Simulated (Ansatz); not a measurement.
```yaml
crystal:
  periodic: [false, false, false]
  atoms:
    - {symbol: O, position_ang: [-0.572578, 0.755949, -0.187703]}
    - {symbol: Si, position_ang: [0.290991, 0.042491, 1.006305]}
    - {symbol: F, position_ang: [0.923996, -1.232256, 0.232598]}
    - {symbol: H, position_ang: [-0.586909, 0.373516, -1.071499]}
basis:
  gaussian: {orbitals: x2c-TZVPPall}
total_charge: 1
magnetization: {spin_polarized: true, initial_magnetization: 1}
hamiltonian: {xc: {name: wB97M-V}, pseudopotentials: {relativity: none}}
accuracy: high
output: {forces: true}
```

```sh
$ ansatz run in.yaml --threads 2 --pin off --events-out ev --progress --plain --max-ram 32768MiB --backend cpu
```

It prints (some lines left out):

```
Functional definition: wB97M-V
1900 factors; integrals over basis functions are off by at most 3.7e-9 eV
281 factors; integrals over basis functions are off by at most 1.3e-9 eV
mean field evaluation 1: about -12632.5253 eV, gradient 7.0e1 eV
mean field evaluation 2: about -12607.1568 eV, gradient 1.1e2 eV
mean field evaluation 4: about -12647.5935 eV, gradient 5.4e0 eV
mean field evaluation 8: about -12647.7639 eV, gradient 5.6e-1 eV
mean field evaluation 16: about -12647.7737 eV, gradient 3.2e-3 eV
mean field evaluation 32: about -12647.7737 eV, gradient 6.1e-8 eV
mean field -12647.77366905 eV, -464.7971093685 hartree, gradient 6.1e-8 eV, S^2 0.752148; 0 other end points of the search recorded, 0 dependent functions left out
reference -12647.77367237 eV, -464.7971094909 hartree; 16, 15 occupied and 102, 103 virtual orbitals, 1900 factors
WARN: the results are in doubt because the basis set is contracted for relativity, which is off
Total energy: -12647.77367237 eV, -464.7971094909 hartree
Atom 0 at    -0.572578     0.755949    -0.187703 Å, force     0.625526     0.264537     2.578462 eV/Å
Atom 1 at     0.290991     0.042491     1.006305 Å, force    -0.442215    -1.251062    -4.156962 eV/Å
Atom 2 at     0.923996    -1.232256     0.232598 Å, force    -0.277797     1.274866     1.908903 eV/Å
Atom 3 at    -0.586909     0.373516    -1.071499 Å, force     0.094487    -0.288341    -0.330403 eV/Å
Dipole moment:    -0.023133     0.240127     0.453046 e Å
In doubt: the basis set is contracted for relativity, which is off
```

It took 27 s on 2 threads of a server CPU on a shared host, with 0.85 GiB of host memory at the peak.
